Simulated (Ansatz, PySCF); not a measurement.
This Ansatz (a first-principles code) input computes a B3LYP/def2-TZVPD energy:

Ansatz 0.2 input:
```yaml
crystal:
  periodic: [false, false, false]
  atoms:
    - {symbol: O, position_ang: [-1.03161242, -0.43547658, -0.01906221]}
    - {symbol: C, position_ang: [0.00415137, 0.42058817, 0.00392352]}
    - {symbol: O, position_ang: [1.15861150, 0.10574915, 0.01788813]}
    - {symbol: H, position_ang: [-0.66969788, -1.33749408, -0.02206250]}
    - {symbol: H, position_ang: [-0.37120299, 1.45178455, 0.00791402]}
basis:
  gaussian:
    orbitals: def2-TZVPD
hamiltonian:
  xc: {name: B3LYP}
output: {forces: true}
```

### Question
Write an input for the same energy in PySCF and say what it gives.

### Answer

```python
from pyscf import gto, scf, dft

mol = gto.M(
    atom='''
    O    -1.03161242   -0.43547658   -0.01906221
    C     0.00415137    0.42058817    0.00392352
    O     1.15861150    0.10574915    0.01788813
    H    -0.66969788   -1.33749408   -0.02206250
    H    -0.37120299    1.45178455    0.00791402
    ''',
    basis='def2-tzvpd',
    charge=0,
    spin=0,
    verbose=4,
)

mf = dft.RKS(mol, xc='b3lyp').density_fit(auxbasis='def2-universal-jkfit')
mf.grids.level = 3
mf.conv_tol = 1e-9
mf.max_cycle = 100
mf.max_memory = 1500
mf.kernel()
if not mf.converged:
    mf = mf.newton()
    mf.kernel(mf.make_rdm1())
mf.analyze()
```
It gives -189.85042 Eh, and Ansatz -189.85039 Eh, a difference of 0.03 mEh, from the treatment of integrals and grids.
